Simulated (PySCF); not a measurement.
# Name the molecule from its bond curve

A diatomic of charge -1 contains C. Its doublet curve at M06-2X in a double-zeta basis (spin-free X2C with a Gaussian nucleus, PySCF), in eV from the separated fragments:

(R (Å), E (eV)): (1.454, -3.886), (1.522, -4.622), (1.589, -5.024), (1.640, -5.160), (1.691, -5.189), (1.742, -5.134), (1.809, -4.967), (1.894, -4.663), (1.995, -4.241), (2.131, -3.688)

The fit gives ωe = 1048 cm⁻¹ and the rotational constant Bₑ = 0.7104 cm⁻¹.

Which atom is the partner?

The minimum lies at 1.681 Å, so the reduced mass is 16.8576 u Å² cm⁻¹/(Bₑ·Re²) = 8.398 u. With C at 12.00 u the partner weighs about 28.0 u: Si. The molecule is SiC⁻.

The state was picked by a PBE0 search and need not be the measured ground state.
